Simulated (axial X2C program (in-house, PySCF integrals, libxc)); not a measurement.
# B₂: from the spin-free to the two-component result

Computed with an in-house all-electron X2C program for linear molecules (integrals from PySCF). Spin-free means the one-electron spin-free X2C Hamiltonian; two-component (2c) means X2C with spin–orbit coupling and atomic mean-field two-electron Coulomb and Gaunt terms, so the difference of the two also holds small scalar two-electron terms. Basis: B dyall-v3z [7s6p2d1f] (cores contracted in-house); Gaussian nuclei, density fitting, unrestricted open shells. Masses: B 11.009 u.

Spin-free state: M_S = 2, Λ = 0 (beyond evenly filled blocks: 2 × σα, π+α, π-α); fragments B + B.

```json
{"level": "PBE0", "Re (Å)": "1.517", "ωe (cm⁻¹)": "1293.4"}
{"level": "r2SCAN0", "Re (Å)": "1.513", "ωe (cm⁻¹)": "1307.8"}
```

Two-component determinant lowest at the distance of the search:

Ω = 2 (⟨Sz⟩ = 2.00, ⟨Lz⟩ = 0.00 at PBE0); fragments B + B.

| level | Re (Å) | ωe (cm⁻¹) |
| --- | --- | --- |
| PBE0 | 1.517 | 1293.3 |
| r2SCAN0 | 1.513 | 1307.7 |

(1) From the two tables, how do the constants change at the PBE0 level (2c against spin-free)?

Occupations by symmetry block were frozen at the best pattern of an incomplete PBE0 search. De is not given where an atomic determinant may have missed its ground term or J level, or where the truncated virtual space spoils (T). Density functionals use the spin component along the axis (collinear). Other states lie close and PBE0, whose exact exchange favours high spin, may order them wrongly; the determinant shown need not be the ground state. The nearest other spin-free determinant of the search, M_S = 1, Λ = 0, lies 0.61 eV up at the distance of the search. Without a current term, density functionals place determinants with orbital angular momentum somewhat too high. The spin of this state cannot come from the lowest atoms; the curve heads to a higher limit, and no De is given. With several unpaired electrons one determinant need not be a pure state. Open-shell Ω = 0 determinants with evenly filled partner blocks cannot be reached by this program, so the Ω shown need not be the lowest component.

Answers

(1) At the PBE0 level Re is unchanged within 0.001 Å and ωe stays the same within 0.2 cm⁻¹.
